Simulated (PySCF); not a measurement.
Question: What does the GFN2-xTB structure of `O=[C]C1CCC1` [radical] look like in three dimensions? (Doublet state.)

Answer: 
```xyz
13
C5H7O angstrom
O      2.4434    0.7229    1.3674
C      1.5442    1.1991    0.7475
C      0.5774    0.6555   -0.2168
C      0.4685   -0.8859   -0.3876
C     -1.0481   -0.7766   -0.1876
C     -0.8954    0.6887    0.2486
H      0.7210    1.1794   -1.1636
H      0.9761   -1.4217    0.4114
H      0.8049   -1.2703   -1.3474
H     -1.4731   -1.4442    0.5584
H     -1.6046   -0.8834   -1.1162
H     -0.9868    0.8255    1.3240
H     -1.5318    1.4116   -0.2559
```

Orientation and origin are arbitrary. Atoms count from 1 in this order. The 4-membered ring C3–C4–C5–C6 has internal angles of 89.1° to 90.4°; it is slightly puckered (a soft mode that the optimisation may not have finished), 0.07 Å rms from its mean plane, widest ring torsion 10°. Of the pairs four or more bonds apart, O1···H8 is among the closest relative to their van der Waals radii: 2.77 Å, 102 % of the sum of Bondi's values. The 5 C–C bonds span 1.470 Å (C2–C3, drawn single) to 1.555 Å (C3–C4, drawn single), a spread of 0.085 Å.

Bonds between heavy atoms (Å): O1=C2 1.191, C2–C3 1.470, C3–C4 1.555, C4–C5 1.534, C5–C6 1.536, C3–C6 1.545.

Computed geometry: GFN2-xTB, gas phase. This method treats the open shell by occupation alone, without spin polarisation.

Point group: C1 (no symmetry element, even within 0.4 Å). No frequency check. Torsions: O1–C2–C3–C4 11°, C2–C3–C4–C5 129°, C3–C4–C5–C6 -10°, C4–C5–C6–C3 10°, C2–C3–C6–C5 -132°.

One conformer stands for the species.
